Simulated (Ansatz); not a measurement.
A nudged elastic band was laid between two geometries of AlClH₂ (4 atoms, charge 0, multiplicity 1).

These are results of RKS PBE0/def2-SVP (Ansatz), not measurements.

* movable images: 7
* climbing image: yes
* spring: 5.0 eV/Å²
* optimiser: quadratic models (default)
* start path: through a guess of the saddle point
* force threshold: 0.03 eV/Å
* iteration limit: 60
* end points: relaxed

First end point:

```xyz
4
Properties=species:S:1:pos:R:3
Al 0.460 0.000 0.121
Cl 0.819 0.000 2.197
H 1.714 0.000 -0.837
H -1.046 0.000 -0.356
```

Last end point:

```xyz
4
Properties=species:S:1:pos:R:3
Al -0.429 0.000 -1.024
Cl 1.369 0.000 1.253
H 2.504 0.000 0.642
H -1.497 0.000 0.253
```

**Question.** What changes between the two ends?

**Answer.** Bonds broken: Al1–Cl2, Al1–H3. Bonds formed: Cl2–H3. AlClH2 becomes AlH + ClH.

**Question.** Give the energies along the band, and the barrier.

**Answer.** It converged. The highest image is number 4 of 0 to 8, 3.07 eV above the first end and 0.30 eV above the last; the last end lies 2.77 eV above the first. Neighbouring images differ by up to 1.3 eV, so the band resolves the path poorly. A vibrational analysis at the climbing image gives one clearly imaginary mode, 790i cm⁻¹: a first-order saddle point. The orbitals stay closed-shell, which can raise the energy where a bond breaks towards radicals; this wasn't checked here.

```csv
image,path coordinate (Å),energy (eV),Al1–Cl2 (Å),Al1–H3 (Å),Cl2–H3 (Å)
0,0.00,0.00,2.11,1.58,3.16
1,0.39,0.26,2.10,1.57,2.76
2,0.79,1.14,2.16,1.55,2.33
3,1.18,2.46,2.34,1.59,1.93
4,1.57,3.07,2.57,1.76,1.56
5,1.93,2.90,2.87,2.13,1.34
6,2.29,2.84,3.03,2.61,1.30
7,2.65,2.80,2.98,3.02,1.29
8,3.01,2.77,2.90,3.37,1.29
```

**Question.** What is the geometry of the highest image?

**Answer.** 
```xyz
4
Properties=species:S:1:pos:R:3:forces:R:3
Al 0.253 0.000 -0.617 0.01 0.00 0.00
Cl 1.252 0.000 1.745 0.00 0.00 0.00
H 1.766 0.000 0.272 -0.01 0.00 -0.01
H -1.323 0.000 -0.275 0.00 0.00 0.00
```

The band took 10 iterations and about 70 core-seconds.

Time of the run: 69 s on 1 thread of Arm Neoverse V1, on a shared host, peak memory 0.09 GiB.
